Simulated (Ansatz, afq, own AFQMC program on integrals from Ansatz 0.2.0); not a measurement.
Integrals from Ansatz 0.2.0, then the random walk in our own AFQMC program (afq).

```yaml
crystal:
  periodic: [false, false, false]
  atoms:
    - {symbol: Ge, position_ang: [0.000000, 0.087941, 0.722441]}
    - {symbol: N, position_ang: [0.000000, -0.359669, -3.307779]}
    - {symbol: H, position_ang: [0.000001, -1.274832, 1.482687]}
    - {symbol: H, position_ang: [0.825986, -0.032405, -3.790637]}
    - {symbol: H, position_ang: [-0.825986, -0.032406, -3.790637]}
basis:
  gaussian: {orbitals: cc-pVDZ}
magnetization: {spin_polarized: true, initial_magnetization: 2}
correlation: {method: ccsd_t, electrons: outside_noble_gas, hamiltonian_folder: ham}
```

```sh
$ ansatz run in.yaml --threads 1 --pin off --events-out ev --progress --plain --max-ram 1382MiB
```

afq runs on the folder ham with

```
--method phaseless --trial cisd --walkers 60 --populations 1 --least-time 40 --time-step 0.005 --steps-per-block 50 --equilibration-blocks 40 --max-blocks 300 --target-error 0.00084 --factor-cut 1e-05 --start spin_pure --seed 8863 --release-times 0.24,0.51,0.99,1.62,2.4 --release-step 0.03 --release-every 4 --taylor-order 6
```

Times are imaginary, in 1/Eh. The walk had a cap of 1833 s. Filled inner d shells are frozen with the cores.

Output of the walk:

```
orbitals 41  electrons 7 5  factors 299 of 595
reference energy -2131.43162896 Eh
CCSD correlation -0.24413526 Eh in 14 cycles, weight of the determinant in the CISD state 0.8856
energy of the start -2131.675177 Eh
 block  time / (1/Eh)  mean weight  energy / Eh
     1     0.250  1.0004  -2131.672016
     2     0.500  1.0010  -2131.673601
     3     0.750  0.9982  -2131.673474
     4     1.000  0.9989  -2131.676206
     5     1.250  0.9989  -2131.678315
     9     2.250  0.9991  -2131.678854
    21     5.250  1.0013  -2131.686101
    41    10.250  0.9988  -2131.681496
    61    15.250  1.0018  -2131.678487
    81    20.250  1.0009  -2131.679003
    91    22.750  1.0002  -2131.675347
   101    25.250  1.0006  -2131.682694
   121    30.250  0.9993  -2131.688081
   141    35.250  1.0009  -2131.683387
   161    40.250  0.9985  -2131.687953
   181    45.250  0.9984  -2131.680926
   196    49.000  1.0006  -2131.675618
blocks merged  error / Eh  count
     1  0.000236  160
     2  0.000279  80
     4  0.000306  40
     8  0.000304  20
    16  0.000274  10
released: time / (1/Eh)  energy / Eh  error  mean overlap
  0.24  -2131.680337  0.000434  1.0071
  0.51  -2131.680475  0.000429  1.0123
  0.99  -2131.680976  0.000362  0.9923
  1.62  -2131.681484  0.000500  0.9835
  2.40  -2131.681735  0.000761  0.9695
energy -2131.680537 +/- 0.000306 Eh
(rows thinned)
```

The run passed its tests (sampling time, drift between the halves within three errors, error under three times the target), which doesn't prove that it has relaxed.

Against this walk (error 8.3 meV) on the same determinant: CCSD(T) 22.3 meV higher, CCSDT(Q) 5.1 meV lower (within the noise). The error is statistical and leaves out the bias of the constraint. The released energies are still falling (meV from the phaseless value at times in 1/Eh: 5 ± 12 at 0.24, 2 ± 12 at 0.51, -12 ± 10 at 0.99, -26 ± 14 at 1.62, -33 ± 21 at 2.40), so they give no level.

Cautions: constraint bias not in the error; no relativity below Rb; no spin-orbit coupling; inner d shell frozen; lower spins were not checked.

The walk took 3.8 min on 1 thread of Intel(R) Xeon(R) 6975P-C (Granite Rapids), with other jobs on the host. The log's last line is the phaseless energy.

CCSDT and higher add their correlation energy to the determinant of the CCSD(T) run, since their own runs factorise the integrals more tightly (a shift of under 2 meV). A walk keeps the symmetry of its determinant, which the program's search chose and which needn't be the lowest solution, so a lower state of the same spin and another symmetry isn't excluded.
